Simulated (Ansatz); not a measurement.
# P4: ionisation energy by level of theory

One table from this session's results is given with a row withheld; the runs are named, their logs left out.

The runs use Ansatz 0.2.0, Gaussian basis; unrestricted cation, the program's frozen cores in correlated methods.

The runs, in order: UKS PBE-D4/def2-TZVPP; UKS r2SCAN-D4/def2-TZVPP; UKS PBE0-D4/def2-TZVPP; UKS B3LYP-D4/def2-TZVPP; UKS wB97X-V/def2-TZVPP; UKS wB97M-V/def2-TZVPP; UKS B2PLYP/def2-TZVPP; UHF-CCSD(T)/def2-TZVPP; UHF-CCSD(T)/def2-QZVPP; extrapolation to the limit; then −ε(HOMO) from the neutral's earlier runs with LDA (SPW92), PBE-D4, revPBE-D4, BLYP-D4, r2SCAN-D4, B97M-V, PBE0-D4, B3LYP-D4, r2SCANh-D4, r2SCAN0-D4, HSE06-D4, BHLYP-D4, CAM-B3LYP-D4, LC-ωPBE, ωB97X-V, ωB97M-V.

### The geometry

An earlier PBE0-D4 in a triple-zeta def2 set relaxation fixed the geometry.

SMILES `p12p3p1p23`, 4 atoms, charge 0, spin multiplicity 1.

Atoms are counted from 1 here; the program's logs count them from 0.

Bond lengths: P1–P2 2.184 Å, P1–P3 2.184 Å, P1–P4 2.184 Å, P2–P3 2.184 Å, P2–P4 2.184 Å, P3–P4 2.184 Å. Angles: P2–P1–P3 60.0°, P2–P1–P4 60.0°, P3–P1–P4 60.0°, P1–P2–P3 60.0°, P1–P2–P4 60.0°, P3–P2–P4 60.0°, P1–P3–P2 60.0°, P1–P3–P4 60.0°, P2–P3–P4 60.0°, P1–P4–P2 60.0°, P1–P4–P3 60.0°, P2–P4–P3 60.0°.

The first run:

File in.yaml:

```yaml
crystal:
  periodic: [false, false, false]
  atoms:
    - {symbol: P, position_ang: [-0.724800, -0.099991, 1.119382]}
    - {symbol: P, position_ang: [1.294853, 0.109804, 0.315680]}
    - {symbol: P, position_ang: [-0.184987, -1.091725, -0.749847]}
    - {symbol: P, position_ang: [-0.385065, 1.081922, -0.685226]}
basis:
  gaussian: {orbitals: def2-TZVPP}
total_charge: 1
magnetization: {spin_polarized: true, initial_magnetization: 1}
hamiltonian: {xc: pbe, dispersion: d4}
```

Launch:

```console
$ ansatz run in.yaml --threads 2 --pin off --events-out ev --progress --plain --max-ram 32768MiB --backend cpu
```

Among the steps run: Cation, UKS PBE-D4/def2-TZVPP; Cation, UKS r2SCAN-D4/def2-TZVPP; Cation, UKS PBE0-D4/def2-TZVPP; Cation, UKS B3LYP-D4/def2-TZVPP; Cation, UKS wB97X-V/def2-TZVPP; Cation, UKS wB97M-V/def2-TZVPP; Cation, UKS B2PLYP (frozen core)/def2-TZVPP; Cation, UHF-CCSD(T)/def2-TZVPP; Cation, UHF-CCSD(T)/def2-QZVPP.

One table of the session follows, with a row left open; its other results are not shown here.

Orbital estimates, from the neutral's runs:

```
  functional  −ε(HOMO) (eV)
 LDA (SPW92)           6.75
      PBE-D4              ?
   revPBE-D4           6.57
     BLYP-D4           6.37
   r2SCAN-D4           6.88
      B97M-V           6.88
     PBE0-D4           7.62
    B3LYP-D4           7.34
  r2SCANh-D4           7.24
  r2SCAN0-D4           7.78
    HSE06-D4           7.24
    BHLYP-D4           8.40
CAM-B3LYP-D4           8.73
     LC-ωPBE          10.07
     ωB97X-V           9.73
     ωB97M-V           9.48
```

Estimate the missing values for PBE-D4.

The run gave: −ε(HOMO) (eV): 6.62. In the column «−ε(HOMO) (eV)» it lies between revPBE-D4 (6.57) and LDA (SPW92) (6.75).

To keep in mind: The cation may have settled in a state other than its lowest; no search over hole states beyond the program's own was made. In point group Td the highest level is often degenerate; the cation then breaks the symmetry, and the runs may pick different components.
